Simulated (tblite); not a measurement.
Start geometry of `[CH2]C#CC#CC` [radical] from a force field or distance geometry (Å):
```
atom  x, y, z in Å
C1    -3.6879    0.1842   -0.1938
C2    -2.2944    0.1203   -0.0681
C3    -1.0870    0.0517    0.0591
C4     0.4341   -0.0148    0.1936
C5     1.6272   -0.0845    0.3237
C6     3.0769   -0.1571    0.4526
H7    -4.3251    0.2339    0.6837
H8    -4.1429    0.2030   -1.1725
H9     3.3722   -0.9640    1.1411
H10    3.5519   -0.3508   -0.5072
H11    3.4804    0.7806    0.8469
```

Problem. What comes out of this run: GFN2-xTB geometry optimisation, gas phase in tblite 0.8.0?

Solution. 
```
atom  x, y, z in Å
C1    -3.5431    0.1818   -0.1805
C2    -2.2170    0.1140   -0.0536
C3    -0.9859    0.0514    0.0648
C4     0.3406   -0.0177    0.1931
C5     1.5503   -0.0798    0.3096
C6     2.9816   -0.1530    0.4451
H7    -4.1816    0.2248    0.6851
H8    -4.0077    0.1946   -1.1514
H9     3.2546   -0.9559    1.1322
H10    3.4434   -0.3453   -0.5244
H11    3.3702    0.7880    0.8391
```

The energy falls by 17.0 kcal/mol over 16 L-BFGS steps, the largest force on an atom goes from 5.76 to 0.007 eV/Å, and the atoms move by 0.113 Å rms after alignment. The bond that changes most is C3–C4 (both ends carbon bonded to 2 C), which shortens by 0.194 Å. Bonds longer at the end by more than 0.005 Å: 2 of 10; shorter: 5. Rotational constants go from 102931, 1094, 1090 to 103411, 1183, 1178 MHz. The orientation of the end geometry is arbitrary; only internal coordinates are fixed.

GFN2-xTB frequencies show an imaginary mode (28i cm⁻¹), so the point is no minimum at that level.

All values are computed, not measured.
